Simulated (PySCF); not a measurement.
**Name the molecule from its bond curve**

A diatomic of charge +1 contains Li. Its doublet curve at ωB97X in a single-zeta basis (no relativity, PySCF), in eV from the separated fragments:

```tsv
R (Å)	E (eV)
2.016	-2.274
2.110	-2.425
2.203	-2.510
2.274	-2.540
2.344	-2.547
2.414	-2.534
2.508	-2.494
2.625	-2.415
2.766	-2.290
2.953	-2.091
```

The fit gives ωe = 502 cm⁻¹ and the rotational constant Bₑ = 0.7236 cm⁻¹.

Q: Which atom is the partner?

A: The minimum lies at 2.332 Å, so the reduced mass is 16.8576 u Å² cm⁻¹/(Bₑ·Re²) = 4.284 u. With Li at 7.02 u the partner weighs about 11.0 u: B. The molecule is LiB⁺.

STO-3G is very small, so such numbers show the basis as much as the molecule. The state is the lowest determinant that a PBE0 search found; another state may lie lower at other levels.
